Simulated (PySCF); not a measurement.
Job for PySCF: R-M06-2X/def2-TZVPPD on H2O (SMILES O).

```python
from pyscf import gto, dft

mol = gto.M(
    atom='''
    O     1.56850100    0.10589200    0.00000500
    H     0.60673600   -0.03396200   -0.00062800
    H     1.94051900   -0.78000500    0.00022200
    ''',
    basis='def2-tzvppd',
    charge=0, spin=0, verbose=4, max_memory=1800)
mf = dft.RKS(mol, xc='m062x').density_fit(auxbasis='def2-universal-jkfit')
mf.grids.level = 4
mf.conv_tol = 1e-9
mf.max_cycle = 150
mf.kernel()
mf.dip_moment()
```

Output:

```
PySCF version 2.14.0

[INPUT] verbose = 4
[INPUT] num. atoms = 3
[INPUT] num. electrons = 10
[INPUT] charge = 0
[INPUT] spin (= nelec alpha-beta = 2S) = 0
[INPUT] symmetry False subgroup None
[INPUT] Mole.unit = angstrom
[INPUT] Symbol           X                Y                Z      unit          X                Y                Z       unit  Magmom
[INPUT]  1 O      1.568501000000   0.105892000000   0.000005000000 AA    2.964037316106   0.200106878782   0.000009448631 Bohr   0.0
[INPUT]  2 H      0.606736000000  -0.033962000000  -0.000628000000 AA    1.146564869914  -0.064178878642  -0.001186748006 Bohr   0.0
[INPUT]  3 H      1.940519000000  -0.780005000000   0.000222000000 AA    3.667049449515  -1.473995825791   0.000419519200 Bohr   0.0

nuclear repulsion = 9.10812788397067
number of shells = 28
number of NR pGTOs = 93
number of NR cGTOs = 74
basis = def2-tzvppd
ecp = {}


******** <class 'pyscf.df.df_jk.DFRKS'> ********
method = DFRKS
initial guess = minao
damping factor = 0
level_shift factor = 0
DIIS = <class 'pyscf.scf.diis.CDIIS'>
diis_start_cycle = 1
diis_space = 8
diis_damp = 0
SCF conv_tol = 1e-09
SCF conv_tol_grad = None
SCF max_cycles = 150
direct_scf = False
XC library pyscf.dft.libxc version 7.1.2
    S. Lehtola, C. Steigemann, M. J. T. Oliveira, and M. A. L. Marques,  SoftwareX 7, 1–5 (2018)
XC functionals = m062x
    Y. Zhao and D. G. Truhlar,  Theor. Chem. Acc. 120, 215 (2008)
    Y. Zhao and D. G. Truhlar,  Theor. Chem. Acc. 120, 215 (2008)
radial grids:
    Treutler-Ahlrichs [JCP 102, 346 (1995); DOI:10.1063/1.469408] (M4) radial grids

becke partition: Becke, JCP 88, 2547 (1988); DOI:10.1063/1.454033
pruning grids: <function nwchem_prune>
grids dens level: 4
symmetrized grids: False
atomic radii adjust function: <function treutler_atomic_radii_adjust>
small_rho_cutoff = 0
Set gradient conv threshold to 3.16228e-05
Initial guess from minao.
tot grids = 59680
******** <class 'pyscf.df.df.DF'> ********
auxbasis = def2-universal-jkfit
init E= -76.3144678932669
  HOMO = -0.451428084787871  LUMO = -0.00884545536387549  gap/eV = 12.04329
cycle= 1 E= -76.3715394560967  delta_E= -0.0571  |g|= 0.567  |ddm|= 0.859
  HOMO = -0.276781002511164  LUMO = 0.0142643075427566  gap/eV = 7.91975
cycle= 2 E= -76.350639582151  delta_E= 0.0209  |g|= 0.692  |ddm|= 0.558
  HOMO = -0.406632791268613  LUMO = 0.00939102428195573  gap/eV = 11.32058
cycle= 3 E= -76.4308739288209  delta_E= -0.0802  |g|= 0.0273  |ddm|= 0.271
  HOMO = -0.402246944392751  LUMO = 0.0116892155276781  gap/eV = 11.26378
cycle= 4 E= -76.4309939438681  delta_E= -0.00012  |g|= 0.00369  |ddm|= 0.0163
  HOMO = -0.402849895457543  LUMO = 0.0115390133043113  gap/eV = 11.27610
cycle= 5 E= -76.4309970453059  delta_E= -3.1e-06  |g|= 0.000509  |ddm|= 0.00264
  HOMO = -0.402890087118145  LUMO = 0.0115408499700147  gap/eV = 11.27724
cycle= 6 E= -76.4309971492699  delta_E= -1.04e-07  |g|= 7.06e-05  |ddm|= 0.000788
  HOMO = -0.40289194106218  LUMO = 0.0115427074394199  gap/eV = 11.27734
cycle= 7 E= -76.4309971526223  delta_E= -3.35e-09  |g|= 7.36e-06  |ddm|= 0.000172
  HOMO = -0.402893201329064  LUMO = 0.0115428199865263  gap/eV = 11.27738
cycle= 8 E= -76.4309971526586  delta_E= -3.63e-11  |g|= 1.37e-06  |ddm|= 1.08e-05
  HOMO = -0.402893226152344  LUMO = 0.0115428339379621  gap/eV = 11.27738
Extra cycle  E= -76.4309971526592  delta_E= -5.4e-13  |g|= 5.12e-07  |ddm|= 1.38e-06
converged SCF energy = -76.4309971526592
Dipole moment(X, Y, Z, Debye): -0.94347, -1.64993, -0.00067
```

Self-consistency was reached.

Cost: very roughly 2.6 core-seconds.
